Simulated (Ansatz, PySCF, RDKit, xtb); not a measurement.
**Solving CHFSi, step by step**

Given the formula CHFSi and nothing else, which arrangement of the atoms is the most stable in the gas at 298.15 K, and what are its properties?

Plan: many cheap relaxations first (GFN2-xTB), then density-functional screening, relaxation at B3LYP-D4/def2-TZVP, vibrations and a final energy. The numbers are computed, not measured.

4 further runs of the same task are left out: 4 set aside as unsound or not needed.

**1. Drawing up candidates**

All bonding patterns within simple valence rules are listed by program: one Lewis structure each, at most two rings and one unusual centre or charged pair. O–O, O–halogen and N–halogen bonds and N–N–N chains are not drawn. That gives 5 candidates.

```
label        SMILES     spin
 c080       FC=[Si]  triplet
 c131       FC=[Si]  singlet
 c476       C#[Si]F  singlet
 c783  [C+]#[SiH-]F  singlet
 c992      FC#[SiH]  singlet
```

Candidates are built by distance geometry, with a force field where one applies, in up to four conformers (letters a to d). 10 starts with atoms placed at random are added, to find patterns that the rules miss.

Q: Predict the outcome of this search (final energies at CCSD(T)/def2-TZVPP).

| quantity | value |
| --- | --- |
| lowest structure found | C#[Si]F, singlet, Cs |
| next finalist | FC=[Si], singlet, 13.0 kcal/mol higher in G |
| share at equilibrium, among the finalists | 100.0 % |
| harmonic wavenumbers, lowest and highest (B3LYP-D4/def2-TZVP) | 226 and 3238 cm⁻¹ |
| rotational constants, same geometry | 2.31, 0.2334, 0.212 cm⁻¹ |
| dipole moment (PBE0/def2-TZVPD) | 0.91 D |
| HOMO energy (PBE0/def2-TZVPD) | -7.00 eV |
| LUMO energy (PBE0/def2-TZVPD) | -3.93 eV |
| HOMO–LUMO gap (PBE0/def2-TZVPD) | 3.07 eV |
| lowest excitation (TD-B3LYP/def2-SVPD) | 1.14 eV (f = 0.004) |
| strongest of the states computed, same level | 5.61 eV (f = 0.119) |
| lowest triplet excitation, same level, Tamm-Dancoff | 0.47 eV |
| vertical ionisation energy | 8.99 eV |
| vertical electron affinity | 1.95 eV |
| vertical triplet less singlet | +0.35 eV |

`C#[Si]F` comes out lowest. Among the finalists first place is clear (13.0 kcal/mol); structures outside the list aren't covered. B3LYP-D4/def2-TZVP and MP2/def2-TZVPP already put its bonding pattern lowest among the structures in one piece; r2SCAN-D4/def2-SVP favours the singlet FC=[Si]; HF/def2-TZVPP favours the triplet [F][CH][Si] ‡. A large T1 diagnostic among the finalists warns that one reference determinant may not suffice. It concerns: the winner. The stability test flags a direction of broken symmetry, so one determinant of this kind may describe the structure poorly. The search is not exhaustive (a finite list of starts, one conformer a finalist), so a lower isomer can't be ruled out. The lowest isomer need not be the one that is made and kept in a bottle, which depends on barriers.

‡ marks the bonded skeleton alone, with all bonds drawn single: no Lewis structure was assigned that passes a check against the bond lengths.
